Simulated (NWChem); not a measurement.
# Correlation energy of HN

```xyz
2

N      0.0000     0.0000     0.1326
H      0.0000     0.0000    -0.9279
```
Charge 0, spin multiplicity 3.

All runs are NWChem calculations. Structure: optimised with UPBE/def2-SVP, a minimum by its harmonic frequencies.

Basis set: 3-21G. Each correlation energy counts from its own Hartree-Fock reference.

```csv
method,correlation energy (mHa)
UMP2,-54.4
SCS-UMP2,-54.2
CCSD on UHF,-66.0
CCSD[T] on UHF,-66.5
CCSD(T) on UHF,-66.5
CCSD on ROHF,-70.3
CCSD[T] on ROHF,-70.8
CCSD(T) on ROHF,-70.8
CCSDT on ROHF,-70.8
```

The values span 16.7 mHa, from CCSDT on ROHF (lowest) to SCS-UMP2 (highest). 

The correlated methods keep 1 core orbital frozen. This spin state was chosen for the runs; another may lie lower. The structure started from a generated list of species. The unpaired electrons of the parent sit in orbitals of symmetry b1 and b2 (C2v labels of the run); other states weren't searched. The stability of the SCF solutions was not checked. Open-shell Hartree-Fock references start from PBE0 orbitals. No row is a measurement; the coupled-cluster row has its own basis-set and correlation limits.
